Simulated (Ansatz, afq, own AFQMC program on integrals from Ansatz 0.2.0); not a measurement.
AFQMC on a folder of integrals that Ansatz 0.2.0 wrote.

```yaml
crystal:
  periodic: [false, false, false]
  atoms:
    - {symbol: Ge, position_ang: [0.421730, 0.000000, 1.040887]}
    - {symbol: Si, position_ang: [-1.258765, 0.000000, -0.548278]}
    - {symbol: S, position_ang: [0.147157, 0.000000, -1.877792]}
basis:
  gaussian: {orbitals: cc-pVDZ}
magnetization: {spin_polarized: false, initial_magnetization: 2}
correlation: {method: ccsd_t, electrons: outside_noble_gas, hamiltonian_folder: ham}
```

```sh
$ ansatz run in.yaml --threads 1 --pin off --events-out ev --progress --plain --max-ram 1382MiB
```

Options of the walk:

```
--method phaseless --trial cisd --walkers 60 --populations 1 --least-time 40 --time-step 0.005 --steps-per-block 50 --equilibration-blocks 28 --max-blocks 300 --target-error 0.00045 --factor-cut 1e-05 --start spin_pure --seed 7360 --release-times 0.24,0.51,0.99,1.62,2.4 --release-step 0.03 --release-every 4 --taylor-order 6
```

Times are imaginary, in 1/Eh. The walk had a cap of 1812 s. Filled inner d shells are frozen with the cores.

Output of the walk:

```
orbitals 39  electrons 8 6  factors 312 of 706
reference energy -2761.76447438 Eh
CCSD correlation -0.30163105 Eh in 17 cycles, weight of the determinant in the CISD state 0.7966
energy of the start -2762.066101 Eh
 block  time / (1/Eh)  mean weight  energy / Eh
     1     0.250  0.9975  -2762.058358
     2     0.500  0.9995  -2762.059229
     3     0.750  0.9997  -2762.063199
     4     1.000  1.0003  -2762.065615
     5     1.250  1.0002  -2762.065812
     7     1.750  1.0002  -2762.070597
     9     2.250  1.0011  -2762.081498
    17     4.250  0.9992  -2762.084472
    33     8.250  0.9995  -2762.077374
    49    12.250  0.9997  -2762.071780
    65    16.250  0.9995  -2762.081766
    81    20.250  1.0014  -2762.073391
    97    24.250  0.9995  -2762.076355
   113    28.250  1.0006  -2762.078973
   129    32.250  1.0005  -2762.080728
   137    34.250  1.0000  -2762.100162
   145    36.250  1.0007  -2762.079611
   161    40.250  0.9997  -2762.076617
   177    44.250  1.0005  -2762.085853
   193    48.250  1.0019  -2762.084261
   209    52.250  0.9996  -2762.078709
   225    56.250  0.9979  -2762.077003
   241    60.250  0.9991  -2762.082941
   257    64.250  0.9997  -2762.095170
   273    68.250  0.9997  -2762.088659
   289    72.250  1.0004  -2762.085615
   305    76.250  0.9994  -2762.072278
   321    80.250  0.9978  -2762.094593
blocks merged  error / Eh  count
     1  0.000399  300
     2  0.000493  150
     4  0.000583  75
     8  0.000651  37
    16  0.000784  18
    32  0.000806  9
released: time / (1/Eh)  energy / Eh  error  mean overlap
  0.24  -2762.082342  0.000894  1.0027
  0.51  -2762.083366  0.000969  1.0036
  0.99  -2762.084091  0.000859  1.0033
  1.62  -2762.084079  0.000907  1.0125
  2.40  -2762.082025  0.001425  1.0536
energy -2762.083088 +/- 0.000784 Eh
(rows thinned)
```

The run passed its tests (sampling time, drift between the halves within three errors, error under three times the target), which doesn't prove that it has relaxed. The second half of the sampling lies below the first by 1.6 errors of their difference, so the energy may still be moving and its error bar be too small.

Against this walk (error 21.3 meV) on the same determinant: CCSD(T) 37.5 meV higher (within the noise), CCSDT(Q) 46.0 meV lower. The error is statistical and leaves out the bias of the constraint. Released to 2.40 1/Eh the energy moves by 29 ± 44 meV (both errors), within twice the noise.

Cautions: constraint bias not in the error; error above the target (21.3 against 12.2 meV); no relativity below Rb; no spin-orbit coupling; inner d shell frozen; lower spins were not checked; a spin-contaminated unrestricted determinant lies lower (UHF 259 meV lower, ⟨S²⟩ 2.10).

The walk took 6 min on 1 thread of AMD EPYC 9R45 96-Core Processor (Zen 5) (shared host). The log's last line is the phaseless energy.

CCSDT and higher add their correlation energy to the determinant of the CCSD(T) run, since their own runs factorise the integrals more tightly (a shift of under 2 meV). A walk keeps the symmetry of its determinant, which the program's search chose and which needn't be the lowest solution, so a lower state of the same spin and another symmetry isn't excluded.
